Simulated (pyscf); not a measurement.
F–BiH–F + F–SiH₃ -> F–Bi(F)–F + SiH₄, a four-centre exchange (singlet surface; Bi–H, F–Si broken, Bi–F, H–Si formed). PySCF, gas phase, ωB97X-D3(BJ)/def2-SVP geometries. Energies in kcal/mol from the separated reactants.

Small-basis levels: PySCF, no dispersion term, spherical d functions. AM1 to PM7: differences of heats of formation from MOPAC, which are fitted to 298 K values and so differ in kind from electronic energies by zero-point and thermal terms. GFN2-xTB: tblite. Cost: rough CPU time at the saddle relative to B3LYP/6-31G*+LANL2DZ, from one job on a shared machine.

| level | barrier | reaction energy | cost |
|---|---|---|---|
| MP2/6-31G*+LANL2DZ | [?] | +1.8 | 0.2 |
| BP86/6-31G*+LANL2DZ | 22.5 | +3.8 | 1 |
| PBE/6-31G*+LANL2DZ | 19.7 | +3.7 | 2 |
| B3LYP/LANL2DZ | 18.5 | -10.7 | 0.7 |
| M06-2X/6-31G*+LANL2DZ | 25.6 | +7.8 | 2 |
| B3LYP/6-311+G**+LANL2DZ | 27.0 | +5.4 | 2 |
| PBE/def2-SVP | 18.0 | +5.7 | 2 |
| GFN2-xTB | 28.4 | +26.1 | under 0.02 |
| AM1 | 30.0 | +43.0 | under 0.02 |
| PM3 | 84.3 | +55.1 | under 0.02 |
| PM6 | 19.4 | +78.6 | under 0.02 |
| PM7 | [?] | +84.8 | under 0.02 |
| ωB97M-D3(BJ)/def2-TZVP | [?] | +9.6 | – |

**Question.** What belongs in the gaps?

**Answer.** 
- MP2/6-31G*+LANL2DZ, barrier: 27.8
- PM7, barrier: 118.9
- ωB97M-D3(BJ)/def2-TZVP, barrier: 26.9

Against the last row the barrier runs from -8.9 (PBE/def2-SVP) to +91.9 kcal/mol (PM7). At AM1, PM6 this geometry lies under one side, so the entry may be no barrier of that level: it is a single point on another level's saddle. ωB97M-D3(BJ)/def2-TZVP has limits of its own. On the reactant side the descent ends in a bound adduct, 8.6 kcal/mol under the separated species and 31.0 kcal/mol under the saddle at ωB97X-D3(BJ)/def2-TZVP. At ωB97X-D3(BJ)/def2-TZVP the barrier from the zero used here is 22.4 kcal/mol. This is the saddle that the search found; another between the same sides may lie lower. In the def2 sets elements past Kr carry core potentials, without spin-orbit coupling.
